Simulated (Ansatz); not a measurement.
This script makes a ladder of basis sets of CO (charge +1) with the Ansatz DFT code, driven from Python.

`co.xyz`
```text
2

C     0.00000    0.00000    0.00000
O     0.00000    0.00000    1.41000
```

`basis.py`:
```python
# -*- coding: utf-8 -*-
import argparse

import ansatz as az

parser = argparse.ArgumentParser(description="How the energy of CO(+) converges with the basis.")
parser.add_argument("--functional", default="PBE0", help="exchange-correlation functional")
parser.add_argument("--net-charge", type=int, required=True, help="electrons removed")
args = parser.parse_args()

system = az.Crystal.molecule_from_extxyz("co.xyz")

calc = (
    system.calculation()
    .functional(args.functional)
    .charge(args.net_charge)
    .spin("collinear", total=1)
)

energies = {}
for basis in ["cc-pVDZ", "cc-pVTZ", "cc-pVQZ"]:
    data = calc.basis(gaussian=basis).run(threads=1).report
    size = data["n_frozen"] + data["n_occupied"][0] + data["n_virtual"][0]
    energies[basis] = (data["reference_energy_ev"] / 27.211386246, data["free_energy_ev"] / 27.211386246)
    print(f"{basis:14s} {size:4d} orbitals  reference {energies[basis][0]:14.6f} Ha  total {energies[basis][1]:14.6f} Ha")

last = energies["cc-pVQZ"][1]
for basis, (_, total) in energies.items():
    print(f"{basis:14s} lies {27.211386 * (total - last):9.4f} eV above cc-pVQZ")
```

How far does the total energy move along this ladder of basis sets?

Against cc-pVDZ: cc-pVTZ -27.2 mHa and cc-pVQZ -35.1 mHa. The last step alone is -7.88 mHa. From the first set to the last the time grows from 0.6 to 2.9 s.

What the script printed:

Output of `python basis.py --net-charge 1`:
```text
cc-pVDZ          28 orbitals  reference    -112.572063 Ha  total    -112.572063 Ha
cc-pVTZ          60 orbitals  reference    -112.599283 Ha  total    -112.599283 Ha
cc-pVQZ         110 orbitals  reference    -112.607166 Ha  total    -112.607166 Ha
cc-pVDZ        lies    0.9552 eV above cc-pVQZ
cc-pVTZ        lies    0.2145 eV above cc-pVQZ
cc-pVQZ        lies    0.0000 eV above cc-pVQZ
```

Notes:
- The drop along the ladder measures the basis error, and is no property of the molecule.
- The geometry is a force-field or estimated start, not a minimum of this method, and the last set is no limit. Much of the fall in a total is atomic energy, which cancels in bond and reaction energies.
- The species is open-shell (spin multiplicity 2).
- The expectation value of S² is noticeably off S(S+1) in at least one run, so that state is spin-contaminated.
- The spin state was assumed, and another may lie lower.
- Timing: 5.3 s on 1 thread of AMD EPYC 9R14 (Zen 4) (shared host), peak memory 0.23 GiB.
